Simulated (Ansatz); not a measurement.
Consider the atomization: `C=C=C` → 3 C• + 4 H•.

Program: Ansatz. Geometries: PBE0-D4/def2-TZVP. ΔE: electronic, gas phase. CBS: def2 TZ/QZ extrapolation, frozen cores. DFT in def2-TZVPP. Open shells (•) are unrestricted, without spin–orbit coupling. Spin–orbit coupling would lower the free atoms: a little for C.

```csv
level,ΔE (kJ/mol),difference from CCSD(T)/CBS
BLYP-D4,2966.6,33.1
PBE0-D4,2975.6,42.1
BHLYP-D4,2865.0,-68.5
PBE,3030.1,96.6
revPBE,2935.3,1.8
r2SCANh,2939.3,5.8
SCS-MP2/def2-TZVPP,2897.4,-36.1
HF/CBS(def2),2189.7,-743.8
HF/cc-pV(Q+d)Z,2188.8,-744.7
CCSD(T)/CBS(cc),2933.5,0.0
CCSD(T)/CBS,2933.5,0
```

Largest T1 diagnostic among the species: 0.012.

From BLYP to BHLYP (50 % exact exchange), in def2-TZVPP and without D4, ΔE moves by −91.9 kJ/mol: exact exchange takes away binding that semilocal exchange gives to molecules. At CCSD(T), def2-SVP lies −107.8 kJ/mol from the extrapolated value and def2-TZVPP −63.6 kJ/mol: correlation converges slowly with the basis, and small sets miss more of it in the bonded molecule than in its fragments.

CCSD(T)/CBS has its own doubt, a few kJ/mol and more with outer-core shells, so smaller differences from it don't rank the levels.
